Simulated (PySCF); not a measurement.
Cartesian coordinates (Å):
SMILES: C[O]
```xyz
5

C     -0.0385     0.0034    -0.0400
O      1.3051    -0.1767     0.0663
H     -0.3097     0.9276    -0.5650
H     -0.5576    -0.8670    -0.4604
H     -0.3993     0.1126     0.9991
```
Charge 0, spin multiplicity 2.

Q: Estimate the highest occupied spin orbital, total energy and dipole moment that CAM-B3LYP-D3(BJ)/def2-TZVP run with PySCF returns for this input.

A: 
The highest occupied spin orbital is -9.26 eV, the total energy is -115.0522 Ha and the dipole moment is 2.09 D.
